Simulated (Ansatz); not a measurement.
A made-up structure of NaAlHCl, closed shell:

```
4
angstrom
Na -2.6793 -0.3693 -0.0310
Al 0.1471 0.1990 -0.1479
Cl 1.4030 -1.0699 1.0739
H -2.4069 -2.2932 0.2929
```

It is relaxed with PBE-D4/def2-SVP and then PBE0-D4/def2-TZVP (Ansatz 0.2.0). Atoms count as bonded within 1.22 times the sum of their covalent radii (H–H: 0.88 Å). The end point is not checked to be a true minimum.

Does its bonding change? (A judgement: the text doesn't fix the answer.)

Computed: Yes. Formed: Al2–H4; broken: Na1–H4.

Where it ends: The first stage lowers the energy by 1.28 eV in 23 steps. It ends as NaAlHCl ([Na][AlH][Cl]):
```
4
angstrom
Na -2.7962 0.7668 -0.6660
Al -0.9221 -1.1592 0.3821
Cl 1.1135 -0.4520 0.5737
H -0.9314 -2.6890 0.8981
```

Labels in which every atom is bracketed show which atoms are joined, not bond orders.

For scale, one of the runs: PBE0-D4/def2-TZVP relaxation, 112 basis functions, launched by `ansatz run in.yaml --threads 2 --pin off --events-out ev --progress --plain --max-ram 4352MiB`. The run took about 13 s on 2 CPU threads of an Arm Neoverse V1 (shared host).
